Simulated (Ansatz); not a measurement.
C2HFO2 (`O=C1OC1F`). Charge 0, multiplicity 1. The geometry is a stationary point of PBE0-D4/def2-TZVP.

```xyz
6

O     0.048   -0.133   -2.010
C    -0.080    0.060   -0.856
O    -0.900    0.720   -0.028
C     0.197   -0.054    0.556
F    -0.192   -1.130    1.235
H     0.927    0.536    1.103
```

Question: What is the dipole moment at PBE/def2-TZVPP? (Estimate.)

Answer: The calculation gave: 2.43 D, with components (1.20, 0.65, 2.02) D in this frame, pointing from negative to positive charge.

Question: And with r2SCAN, B3LYP, ωB97M-V? (An estimate is asked.)

Answer: Computed: r2SCAN 2.52 D, B3LYP 2.58 D, ωB97M-V 2.60 D.

Question: Give the Mulliken charges with PBE, B3LYP, ωB97M-V in def2-TZVPP. (Best estimate.)

Answer: The calculation gave: 
| atom | PBE | B3LYP | ωB97M-V |
| --- | --- | --- | --- |
| O1 | -0.18 | -0.21 | -0.23 |
| C2 | 0.22 | 0.30 | 0.33 |
| O3 | -0.15 | -0.22 | -0.22 |
| C4 | 0.14 | 0.18 | 0.16 |
| F5 | -0.13 | -0.17 | -0.16 |
| H6 | 0.11 | 0.13 | 0.13 |

B3LYP here is the variant with VWN-RPA as its local correlation; programs differ in this.
